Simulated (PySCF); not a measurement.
**ClHO2S: electronic excitations and core binding energies**

What electronic excitations and core binding energies should ClHO2S (`O=[SH](=O)Cl`) show?

Computed with PySCF 2.14.0, with density-fitted response routines of our own, on a single molecule in the gas phase. Atoms are numbered from 0 throughout.

**1. The starting structure**

5 atoms, charge 0, multiplicity 1; geometry from: GFN2-xTB.

Bonds of the start (Å): O0–S1 1.42, S1–O2 1.42, S1–Cl3 2.04, S1–H4 1.40.

**2. TDDFT and polarisability: CAM-B3LYP/def2-SVPD**

The job: settings as JSON, then the geometry in Å.

```
{"job": {"kind": "uv", "xc": "CAM-B3LYP", "basis": "def2-SVPD", "nstates": 8, "ntriplets": 3}, "charge": 0, "multiplicity": 1}
O     -0.569876     1.265200    -0.601794
S     -0.168895     0.007157    -0.079143
O     -0.644473    -1.206235    -0.643202
Cl     1.868491    -0.057400     0.021760
H     -0.476625    -0.005871     1.285194
```

Method: TDDFT CAM-B3LYP/def2-SVPD, vertical, gas phase, core orbitals frozen in the response.

Log:

```text
coarse grid: 6040 points
cycle   1  E = -1008.5881577352  dE =  1.326e+00  |g| = 1.130e+00  |ddm| = 2.755e+00
cycle   2  E = -1008.1820707895  dE =  4.061e-01  |g| = 1.892e+00  |ddm| = 2.517e+00
cycle   3  E = -1008.8463529115  dE = -6.643e-01  |g| = 9.839e-02  |ddm| = 1.573e+00
cycle   4  E = -1008.8482061850  dE = -1.853e-03  |g| = 5.580e-02  |ddm| = 1.770e-01
cycle   5  E = -1008.8489926539  dE = -7.865e-04  |g| = 3.767e-03  |ddm| = 6.372e-02
cycle   6  E = -1008.8489978312  dE = -5.177e-06  |g| = 1.213e-03  |ddm| = 6.874e-03
final grid: 51280 points
cycle   7  E = -1008.9651126230  dE = -5.574e-06  |g| = 1.796e-03  |ddm| = 1.433e-02
cycle   8  E = -1008.9651129726  dE = -3.496e-07  |g| = 1.408e-03  |ddm| = 3.444e-03
cycle   9  E = -1008.9651133465  dE = -3.739e-07  |g| = 3.676e-04  |ddm| = 1.392e-03
cycle  10  E = -1008.9651133718  dE = -2.529e-08  |g| = 6.288e-05  |ddm| = 3.604e-04
cycle  11  E = -1008.9651133732  dE = -1.415e-09  |g| = 2.706e-05  |ddm| = 1.124e-04
cycle  12  E = -1008.9651133733  dE = -1.489e-10  |g| = 1.466e-05  |ddm| = 3.195e-05
converged SCF energy = -1008.9651133733

Static polarisability (au): isotropic 43.719, principal 36.922 40.678 53.557

Singlet excitations
state   eV       nm        f      main configurations
  1   5.8016    213.7   0.00363   H->L 0.95
  2   6.4401    192.5   0.00172   H-2->L 0.94
  3   6.7801    182.9   0.07956   H-1->L 0.84, H-4->L 0.11
  4   6.8396    181.3   0.00052   H-3->L 0.94
  5   7.5729    163.7   0.00504   H-5->L 0.92
  6   7.8246    158.5   0.11412   H-4->L 0.72, H-1->L 0.09
  7   7.9785    155.4   0.00014   H->L+1 0.84
  8   8.6216    143.8   0.04611   H-1->L+1 0.68, H-1->L+2 0.14

Triplet excitations (Tamm-Dancoff, eV): 5.1444 5.6249 5.7136
```

Run time: 5.9 s. Hardware: 1 thread, shared host.

Frontier orbitals and where they lie:

```tsv
orbital	eV	atoms
HOMO−3	-12.13	O0 40 %, O2 40 %, S1 11 %
HOMO−2	-11.96	Cl3 83 %, S1 8 %
HOMO−1	-11.67	O0 26 %, O2 26 %, Cl3 21 %
HOMO	-11.13	Cl3 47 %, O2 26 %, O0 26 %
LUMO	-1.31	Cl3 41 %, S1 29 %, H4 12 %
LUMO+1	0.29	S1 52 %, Cl3 16 %, H4 15 %
LUMO+2	1.12	S1 52 %, Cl3 14 %, H4 13 %
```

With each of the 8 states as a Gaussian band of 0.4 eV half-width at 1/e, the curve within the window shown has maxima at 183 nm (ε 3,300), 159 nm (ε 4,800), 145 nm (ε 2,000) L/(mol cm). Beyond the last state computed it falls off for lack of states. The curve at chosen wavelengths:

nm, ε (L/mol/cm) and a bar:
```
      139       1066 #######
      143       1890 ############
      147       1956 ############
      151       2480 ###############
      155       4047 #########################
      159       4787 ##############################
      163       3697 #######################
      167       2128 #############
      171       1512 #########
      175       2014 #############
      179       2893 ##################
      183       3285 #####################
      187       2879 ##################
      190       2239 ##############
      194       1347 ########
      198        703 ####
      202        359 ##
      206        219 #
      210        176 #
      214        160 #
      218        140 #
      222        111 #
      226         79 
      230         51 
      234         30 
      238         17
```

Further results of this job:

```tsv
property	computed
dipole moment (D)	2.68
polarisability (Å³)	6.48
HOMO–LUMO gap (eV)	9.82
−ε(HOMO) (eV)	11.13
```

**3. X-ray photoelectron lines: SCAN, X2C**

The job: settings as JSON, then the geometry in Å.

```
{"job": {"kind": "xps"}, "charge": 0, "multiplicity": 1}
O     -0.569876     1.265200    -0.601794
S     -0.168895     0.007157    -0.079143
O     -0.644473    -1.206235    -0.643202
Cl     1.868491    -0.057400     0.021760
H     -0.476625    -0.005871     1.285194
```

With the program's defaults for keys left out, this is: delta-SCF UKS SCAN, pcX-2 on the ionised atom, pcseg-1 elsewhere, spin-free X2C.

Log:

```text
ground state, core basis on atom 0 (O), 100 functions
  cycle   1  E = -1011.43446261  |g| = 1.17e+00
  cycle   2  E = -1009.80512015  |g| = 3.03e+00
  cycle   3  E = -1011.66733871  |g| = 2.81e-01
  cycle   4  E = -1011.67233999  |g| = 2.82e-01
  cycle   5  E = -1011.68869337  |g| = 8.97e-02
  cycle   6  E = -1011.69036868  |g| = 2.97e-02
  cycle   7  E = -1011.69057961  |g| = 5.31e-03
  cycle   8  E = -1011.69058680  |g| = 1.47e-03
  cycle   9  E = -1011.69058918  |g| = 3.15e-04
  E(ground) = -1011.71609145 Eh
hole in O 1s of atom 0
  cycle   1  E = -991.04515060  |g| = 2.23e+00
  cycle   2  E = -990.16971666  |g| = 2.43e+00
  cycle   3  E = -991.60796405  |g| = 8.15e-01
  cycle   4  E = -991.62318329  |g| = 7.97e-01
  cycle   5  E = -991.85009653  |g| = 1.99e-01
  cycle   6  E = -991.86880601  |g| = 9.57e-02
  cycle   7  E = -991.87437511  |g| = 1.79e-02
  cycle   8  E = -991.87451038  |g| = 3.60e-03
  cycle   9  E = -991.87451750  |g| = 1.20e-03
  cycle  10  E = -991.87451720  |g| = 4.01e-04
  E(ion) = -991.89987928 Eh   <S^2> = 0.7644   hole on atom = 1.000   binding energy = 539.227 eV
ground state, core basis on atom 1 (S), 111 functions
  cycle   1  E = -1011.85846945  |g| = 4.25e-01
  cycle   2  E = -1011.84935424  |g| = 2.50e-01
  cycle   3  E = -1011.83707849  |g| = 3.50e-01
  cycle   4  E = -1011.86045734  |g| = 5.11e-02
  cycle   5  E = -1011.86096436  |g| = 1.40e-02
  cycle   6  E = -1011.86099597  |g| = 5.29e-03
  cycle   7  E = -1011.86100507  |g| = 1.26e-03
  cycle   8  E = -1011.86100367  |g| = 2.71e-04
  E(ground) = -1011.87347888 Eh
hole in S 1s of atom 1
  cycle   1  E = -919.38291995  |g| = 5.08e+00
  cycle   2  E = -918.18874517  |g| = 3.07e+00
  cycle   3  E = -918.54797366  |g| = 2.02e+00
  cycle   4  E = -920.38356522  |g| = 6.76e-01
  cycle   5  E = -920.24981314  |g| = 7.25e-01
  cycle   6  E = -920.55608306  |g| = 7.13e-02
  cycle   7  E = -920.55795998  |g| = 3.66e-02
  cycle   8  E = -920.55888671  |g| = 5.83e-03
  cycle   9  E = -920.55887985  |g| = 7.69e-03
  cycle  10  E = -920.55889769  |g| = 3.42e-03
  cycle  11  E = -920.55890445  |g| = 3.11e-04
  E(ion) = -920.56310395 Eh   <S^2> = 0.7518   hole on atom = 1.000   binding energy = 2484.682 eV
hole in S 2p of atom 1
  cycle   1  E = -1004.95928128  |g| = 1.54e+00
  cycle   2  E = -1003.75593126  |g| = 2.23e+00
  cycle   3  E = -1005.14354425  |g| = 7.10e-01
  cycle   4  E = -1005.36145924  |g| = 2.02e-01
  cycle   5  E = -1005.36515824  |g| = 1.48e-01
  cycle   6  E = -1005.37590796  |g| = 4.56e-02
  cycle   7  E = -1005.37721802  |g| = 9.27e-03
  cycle   8  E = -1005.37727463  |g| = 2.09e-03
  cycle   9  E = -1005.37727626  |g| = 1.00e-03
  cycle  10  E = -1005.37727646  |g| = 1.36e-03
  cycle  11  E = -1005.37727590  |g| = 3.17e-04
  E(ion) = -1005.39682959 Eh   <S^2> = 0.7548   hole on atom = 1.001   binding energy = 176.239 eV
  2p3/2 = 175.739 eV   2p1/2 = 176.972 eV
ground state, core basis on atom 3 (Cl), 111 functions
  cycle   1  E = -1011.84076264  |g| = 4.89e-01
  cycle   2  E = -1011.83893323  |g| = 1.24e-01
  cycle   3  E = -1011.83158374  |g| = 2.28e-01
  cycle   4  E = -1011.84170735  |g| = 2.43e-02
  cycle   5  E = -1011.84183567  |g| = 9.05e-03
  cycle   6  E = -1011.84185027  |g| = 2.33e-03
  cycle   7  E = -1011.84185187  |g| = 1.04e-03
  cycle   8  E = -1011.84185474  |g| = 2.56e-04
  E(ground) = -1011.85731797 Eh
hole in Cl 1s of atom 3
  cycle   1  E = -906.59347491  |g| = 5.47e+00
  cycle   2  E = -906.91074977  |g| = 2.26e+00
  cycle   3  E = -906.97792676  |g| = 1.37e+00
  cycle   4  E = -907.70026118  |g| = 6.02e-01
  cycle   5  E = -907.82747264  |g| = 2.06e-01
  cycle   6  E = -907.84386188  |g| = 5.54e-02
  cycle   7  E = -907.84520870  |g| = 2.02e-02
  cycle   8  E = -907.84539077  |g| = 3.61e-03
  cycle   9  E = -907.84538799  |g| = 4.89e-03
  cycle  10  E = -907.84539595  |g| = 1.10e-03
  cycle  11  E = -907.84539736  |g| = 3.77e-04
  E(ion) = -907.86762950 Eh   <S^2> = 0.7531   hole on atom = 1.000   binding energy = 2829.704 eV
hole in Cl 2p of atom 3
  cycle   1  E = -1003.72881516  |g| = 1.71e+00
  cycle   2  E = -1003.55063947  |g| = 1.43e+00
  cycle   3  E = -1003.94975817  |g| = 7.60e-01
  cycle   4  E = -1004.18442761  |g| = 2.10e-01
  cycle   5  E = -1004.19879468  |g| = 6.57e-02
  cycle   6  E = -1004.20114727  |g| = 1.37e-02
  cycle   7  E = -1004.20121831  |g| = 7.30e-03
  cycle   8  E = -1004.20123560  |g| = 3.80e-03
  cycle   9  E = -1004.20124237  |g| = 1.48e-03
  cycle  10  E = -1004.20124152  |g| = 3.88e-04
  E(ion) = -1004.22375414 Eh   <S^2> = 0.7542   hole on atom = 1.001   binding energy = 207.720 eV
  2p3/2 = 207.114 eV   2p1/2 = 208.769 eV
```

It took 12 s on 1 thread, shared host.

Binding energies by hole, beside the orbital energy of the ground state; the difference holds orbital relaxation and, for a density functional, its self-interaction error:

```tsv
hole	stands for	environment	ΔSCF (eV; 2p as the shell's mean)	−ε (eV)	⟨S²⟩
O1s on O0	O0, O2	S=O oxygen	539.23	517.8	0.764
S1s on S1	S1	sulfonyl sulfur	2484.68	2421.5	0.752
S2p on S1	S1	sulfonyl sulfur	176.15	164.0	0.755
Cl1s on Cl3	Cl3	chlorine bonded to S	2829.70	2764.9	0.753
Cl2p on Cl3	Cl3	chlorine bonded to S	207.67	194.7	0.754
```

Each hole run stands for the others of its class of like atoms.

With the spin-orbit splitting: S1 2p3/2 175.74, 2p1/2 176.97 eV; Cl3 2p3/2 207.11, 2p1/2 208.77 eV. The table gives each 2p level as the mean over the whole 2p shell (two parts 2p3/2, one part 2p1/2), which differs a little from the single hole in the log.

**4. What came out**

| quantity | value |
| --- | --- |
| lowest singlet (CAM-B3LYP/def2-SVPD) | 5.80 eV (214 nm), f = 0.004 |
| brightest single state of those computed | state 6, 7.82 eV, f = 0.114 |
| lowest triplet | 5.14 eV |
| O1s binding energies, SCAN/pcX-2 | O0 539.23 eV |
| S1s binding energies, SCAN/pcX-2 | S1 2484.68 eV |
| S2p binding energies, SCAN/pcX-2 | S1 176.15 eV |
| Cl1s binding energies, SCAN/pcX-2 | Cl3 2829.70 eV |
| Cl2p binding energies, SCAN/pcX-2 | Cl3 207.67 eV |

**Reading.** The lowest singlet, at 5.80 eV, is HOMO→LUMO 0.95 and is weak; of the 8 states computed, the strongest absorption comes from state 6 at 7.82 eV (the last state computed is bright too, and its partners may lie past the list). The lowest triplet lies 0.66 eV below the lowest singlet (triplets in Tamm-Dancoff, singlets in full TDDFT).
